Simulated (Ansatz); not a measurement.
```yaml
crystal:
  periodic: [true, true, true]
  atoms:
    - {symbol: Cl, position_ang: [-1.149472, 0.573978, 2.426338]}
    - {symbol: C, position_ang: [-0.410225, 0.112934, 0.958357]}
    - {symbol: C, position_ang: [0.152681, -1.014255, 0.527428]}
    - {symbol: C, position_ang: [0.473124, -0.411764, -0.820615]}
    - {symbol: C, position_ang: [-0.189168, 0.899261, -0.298365]}
    - {symbol: H, position_ang: [0.320240, -1.988749, 0.965371]}
    - {symbol: H, position_ang: [1.536841, -0.316744, -1.052178]}
    - {symbol: H, position_ang: [-0.040130, -0.865963, -1.671764]}
    - {symbol: H, position_ang: [0.483636, 1.754365, -0.204920]}
    - {symbol: H, position_ang: [-1.094428, 1.205638, -0.826750]}
basis:
  gaussian: {orbitals: def2-TZVPD, fitting: {mean_field: cc-pVTZ-jkfit}}
magnetization: {spin_polarized: true, initial_magnetization: 0}
hamiltonian: {xc: {name: rPW86-PBE}}
output: {forces: true}
```

```sh
$ ansatz run in.yaml --threads 4 --pin off --events-out ev --progress --plain --max-ram 10444MiB
```

It prints (some lines left out):

```
Error: YAML parse error: error: line 2 column 3: crystal: missing field `lattice` (a structure is typed as `lattice` and `atoms`, a molecule's as `atoms` in Å alone, or read from a run's directory, `checkpoint`)
 --> <input>:2:3
1 | crystal:
2 |   periodic: [true, true, true]
3 |   atoms:
4 |     - {symbol: Cl, position_ang: [-1.149472, 0.573978, 2.426338]}
```

In this input the molecule is marked periodic without a cell. The program refused the input.
